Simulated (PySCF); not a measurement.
# silanimine (SiNH3): geometry, spin-spin couplings

Aim: predict the spin-spin couplings of silanimine (SiNH3) (`N=[SiH2]`).

Computed with PySCF 2.14.0, with density-fitted response routines of our own, on a single molecule in the gas phase. Atoms are numbered from 0 throughout.

## 1. Starting geometry

5 atoms, charge 0, multiplicity 1; geometry from: GFN2-xTB. The atoms were then displaced at random by about 0.03 Å, so the start is not that level's minimum.

Bonds of the start (Å): N0–Si1 1.70, N0–H2 0.96, Si1–H3 1.44, Si1–H4 1.45.

## 2. Geometry optimisation at PBE0-D3(BJ)/def2-SVP

Job settings and geometry (Å):

```
{"job": {"xc": "PBE0", "basis": "def2-SVP", "d3": "d3bj", "grid": 1, "shake": 0.03, "kind": "geom"}, "charge": 0, "multiplicity": 1}
N      1.128940    -0.588180     0.033380
Si    -0.454710     0.040130    -0.016320
H      1.844430     0.043900    -0.028460
H     -0.951570     1.389070    -0.093110
H     -1.475000    -0.989700     0.008020
```

Launch:

```bash
OMP_NUM_THREADS=1 python probes_run.py task.json out
```

One launch serves the whole session: the jobs run in the order shown.

**Question.** This job is followed by: B3LYP/cc-pVTZ indirect spin-spin coupling, non-relativistic, gas phase; B3LYP/6-31G* indirect spin-spin coupling, non-relativistic, gas phase. Predict these results of the whole session: point group; rotational constants (main isotopes); largest coupling of the table (B3LYP/cc-pVTZ); range of J(Si1,H4), mean over like pairs.

**Answer**, as computed:

| quantity | value |
| --- | --- |
| point group | Cs |
| rotational constants (main isotopes) | 134.06, 16.67, 14.83 GHz |
| largest coupling of the table (B3LYP/cc-pVTZ) | ¹J(Si,H) Si1–H4, -227.9 Hz |
| range of J(Si1,H4), mean over like pairs | -255.0 to -227.9 Hz |

The start was shaken at random, so part of the energy gained undoes that. Over 5 steps the energy fell by 0.346 eV; of the close pairs, N0–Si1 changed most, 1.704 to 1.603 Å. In the run at B3LYP/cc-pVTZ, the largest coupling of the table is Si1–H4, -227.9 Hz, of which the Fermi-contact term gives -228.8 Hz. The coupling Si1–H4, as a mean over pairs of its kind, runs from -255.0 Hz (B3LYP/6-31G*) to -227.9 Hz (B3LYP/cc-pVTZ). Couplings from bases without tight functions are rough.
